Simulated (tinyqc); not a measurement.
Inside a calculation. Method: CCSD on RHF in the sto-3g basis, frozen core, for LiH, spin multiplicity 1. One step of it, computed by the program tinyqc.

Question. Orthogonalisation. S = U s U^T; symmetric (Loewdin) form X = U s^(-1/2) U^T, so that X^T S X = 1.

overlap S, order 1Li 1s, 1Li 2s, 1Li 2px, 1Li 2py, 1Li 2pz, 2H 1s:
```
[[1.000000, 0.241137, 0.000000, 0.000000, 0.000000, 0.078685],
 [0.241137, 1.000000, 0.000000, 0.000000, 0.000000, 0.415021],
 [0.000000, 0.000000, 1.000000, 0.000000, 0.000000, 0.000000],
 [0.000000, 0.000000, 0.000000, 1.000000, 0.000000, 0.000000],
 [0.000000, 0.000000, 0.000000, 0.000000, 1.000000, 0.526804],
 [0.078685, 0.415021, 0.000000, 0.000000, 0.526804, 1.000000]]
```

Give: eigenvalues of S; X.

Answer.

eigenvalues of S: [0.3252, 0.7980, 1.0000, 1.0000, 1.1667, 1.7101]

X, order 1Li 1s, 1Li 2s, 1Li 2px, 1Li 2py, 1Li 2pz, 2H 1s:
```
[[1.0230, -0.1271, 0.0000, 0.0000, -0.0025, 0.0009],
 [-0.1271, 1.1228, 0.0000, 0.0000, 0.1262, -0.3010],
 [0.0000, 0.0000, 1.0000, 0.0000, 0.0000, 0.0000],
 [0.0000, 0.0000, 0.0000, 1.0000, 0.0000, 0.0000],
 [-0.0025, 0.1262, 0.0000, 0.0000, 1.1593, -0.3806],
 [0.0009, -0.3010, 0.0000, 0.0000, -0.3806, 1.2584]]
```
